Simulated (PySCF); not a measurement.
## Bond length, frequency and bond energy of BCl by level of theory

State: ¹Σ⁺ (singlet), closed shell. Set-up: B def2-TZVPPD, Cl def2-TZVPPD; no relativity (PySCF 2.14). De refers to B + Cl in their high-spin ground configurations, without counterpoise correction. A positive dipole means B(−)Cl(+).

```json
{"Level": "RHF", "Re (Å)": "1.718", "ωe (cm⁻¹)": "854", "De (eV)": "3.79", "μ (D)": "1.45"}
{"Level": "RHF-MP2", "Re (Å)": "1.713", "ωe (cm⁻¹)": "857", "De (eV)": "5.37", "μ (D)": "n/a"}
{"Level": "RHF-SCS-MP2", "Re (Å)": "1.717", "ωe (cm⁻¹)": "850", "De (eV)": "5.19", "μ (D)": "n/a"}
{"Level": "RHF-CCSD", "Re (Å)": "1.724", "ωe (cm⁻¹)": "842", "De (eV)": "4.98", "μ (D)": "n/a"}
{"Level": "RHF-CCSD(T)", "Re (Å)": "1.726", "ωe (cm⁻¹)": "836", "De (eV)": "5.16", "μ (D)": "n/a"}
{"Level": "PBE", "Re (Å)": "1.732", "ωe (cm⁻¹)": "807", "De (eV)": "5.52", "μ (D)": "1.59"}
{"Level": "PBEsol", "Re (Å)": "1.726", "ωe (cm⁻¹)": "818", "De (eV)": "5.81", "μ (D)": "1.66"}
{"Level": "r²SCAN", "Re (Å)": "1.724", "ωe (cm⁻¹)": "826", "De (eV)": "5.35", "μ (D)": "1.66"}
{"Level": "M06-L", "Re (Å)": "1.718", "ωe (cm⁻¹)": "846", "De (eV)": "5.45", "μ (D)": "1.71"}
{"Level": "B3LYP", "Re (Å)": "1.722", "ωe (cm⁻¹)": "822", "De (eV)": "5.16", "μ (D)": "1.57"}
{"Level": "PBE0", "Re (Å)": "1.718", "ωe (cm⁻¹)": "839", "De (eV)": "5.32", "μ (D)": "1.60"}
{"Level": "MN15", "Re (Å)": "1.711", "ωe (cm⁻¹)": "851", "De (eV)": "5.55", "μ (D)": "1.53"}
{"Level": "M06-2X", "Re (Å)": "1.721", "ωe (cm⁻¹)": "828", "De (eV)": "5.37", "μ (D)": "1.40"}
{"Level": "CAM-B3LYP", "Re (Å)": "1.709", "ωe (cm⁻¹)": "851", "De (eV)": "5.15", "μ (D)": "1.65"}
```

The bond length runs from 1.709 Å (CAM-B3LYP) to 1.732 Å (PBE). De spans 3.79 eV (RHF, mean field) to 5.81 eV (PBEsol, GGA). Correlation at CCSD(T) changes the Hartree–Fock bond energy by +1.37 eV; the triples alone change it by +0.18 eV.

Correlated steps freeze 6 core orbitals. Where the molecule has an RHF reference, its open-shell atoms are computed with UHF.

The whole job (state search and all levels along the bond) took about 3.1 min on 2 threads of Intel Xeon Platinum 8175M @ 2.50GHz (shared host), peak memory 1.9 GiB.
